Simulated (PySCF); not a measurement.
# Peak assignment

Molfile (atoms numbered from 1):
```
C4H5NO
     RDKit          3D

 11 10  0  0  0  0  0  0  0  0999 V2000
    2.9308    0.1366   -0.3699 C   0  0  0  0  0  0  0  0  0  0  0  0
    1.8158   -0.0967    0.0416 C   0  0  0  0  0  0  0  0  0  0  0  0
    0.4848   -0.4091    0.5673 C   0  0  0  0  0  0  0  0  0  0  0  0
    0.3080   -1.1859    1.4837 O   0  0  0  0  0  0  0  0  0  0  0  0
   -0.5196    0.2474   -0.0653 N   0  0  0  0  0  0  0  0  0  0  0  0
   -1.8892    0.0587    0.3357 C   0  0  0  0  0  0  0  0  0  0  0  0
    3.9248    0.3353   -0.7282 H   0  0  0  0  0  0  0  0  0  0  0  0
   -0.2872    0.8981   -0.8030 H   0  0  0  0  0  0  0  0  0  0  0  0
   -2.1349   -1.0132    0.3739 H   0  0  0  0  0  0  0  0  0  0  0  0
   -2.0831    0.4771    1.3372 H   0  0  0  0  0  0  0  0  0  0  0  0
   -2.5502    0.5518   -0.3881 H   0  0  0  0  0  0  0  0  0  0  0  0
  1  2  3  0
  2  3  1  0
  3  4  2  0
  3  5  1  0
  5  6  1  0
  1  7  1  0
  5  8  1  0
  6  9  1  0
  6 10  1  0
  6 11  1  0
M  END
```

- structure optimised with PBE0-D3(BJ)/def2-SVP
- NMR shieldings at HF/pcSseg-2/GIAO
- J couplings at B3LYP/pcJ-1 (spin–dipole term only in couplings to heteroatoms)
- program: PySCF 2.14
- non-relativistic, no solvent, rapidly exchanging positions averaged, single conformer

Shifts are taken against calculated references (same method and geometry level): TMS for ¹³C (σref 191.47) and ¹H (σref 31.68).

(1) Assign these signals to the numbered atoms. ¹³C{¹H} NMR (computed): δ 164.5, 82.3, 77.7, 27.2.

(2) Assign these signals to the numbered atoms. ¹H NMR (500 MHz, computed): δ 4.98 (br, 1H), 2.91 (s, 1H), 2.68 (d, J = 5.6 Hz, 3H).

## Answers

(1) 
| δ (ppm) | atoms | environment | reason |
| --- | --- | --- | --- |
| 164.5 | C3 | amide carbonyl carbon | it is a carbonyl in resonance with an O or N lone pair, the region of acids, esters and amides |
| 82.3 | C1 | terminal alkyne carbon | sp carbons lie upfield of alkene carbons because the cylindrical π system leaves one tensor component strongly shielded |
| 77.7 | C2 | alkyne carbon | the triple bond shields along its axis, which puts it between sp3 and sp2 carbons |
| 27.2 | C6 | methyl carbon bonded to N | pulled downfield by the heteroatom |

(2) 
4.98 → H8, hydrogen on an amide-type nitrogen: labile proton, position sensitive to the medium
2.91 → H7, hydrogen on a terminal alkyne carbon: it lies on the axis of the triple bond, in its shielding cone
2.68 → H9/H10/H11, hydrogen on a methyl carbon bonded to N: its carbon carries N, hence the downfield position

The OH or NH signal is concentration- and solvent-dependent in practice; the value given is the gas-phase one. Amide-type NH protons are broadened by 14N but still split neighbouring CH signals. Splittings below 1 Hz are ignored in the labels, and close J values are merged. Shifts are as computed, not scaled to solution data. Of 1211 compounds with measured shifts, 218 miss one by over three times the rms of a fit or turn the order of signals round; such compounds aren't used in these exercises. The C=O carbon of an acid or of an amide with N–H lies up to 10 ppm further downfield in solution, through hydrogen bonding that the calculation lacks.
